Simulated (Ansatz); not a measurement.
Mulliken charges of C3H5O (`CC[C]=O`) radical from PBE/def2-TZVPP in Ansatz (PBE0-D4/def2-TZVP geometry).

| atom | x (Å) | y (Å) | z (Å) | charge (e) |
| --- | --- | --- | --- | --- |
| C1 | -0.334 | 0.813 | -0.600 | -0.250 |
| C2 | -0.138 | -0.286 | 0.428 | 0.022 |
| C3 | 0.958 | -1.251 | 0.056 | -0.064 |
| O4 | 1.720 | -1.811 | 0.753 | -0.118 |
| H5 | -0.542 | 0.393 | -1.585 | 0.088 |
| H6 | -1.169 | 1.456 | -0.316 | 0.087 |
| H7 | 0.558 | 1.438 | -0.683 | 0.087 |
| H8 | 0.074 | 0.108 | 1.429 | 0.064 |
| H9 | -1.040 | -0.905 | 0.502 | 0.083 |

By hand: the dipole of these point charges (1 e Å = 4.8032 D).

Σ q r = (-0.366, 0.302, -0.026) e Å, of length 0.475 e Å = 2.28 D.

How does the dipole of the full density compare? (Best estimate.)

Ansatz gave: (-0.396, 0.335, -0.006) e Å, 2.49 D; the point charges give 0.92 times that, at 3° from its direction.

Point charges leave out the atoms' own dipoles, such as those of lone pairs, and Mulliken's split depends on the basis, so the close match here is no proof of good charges.
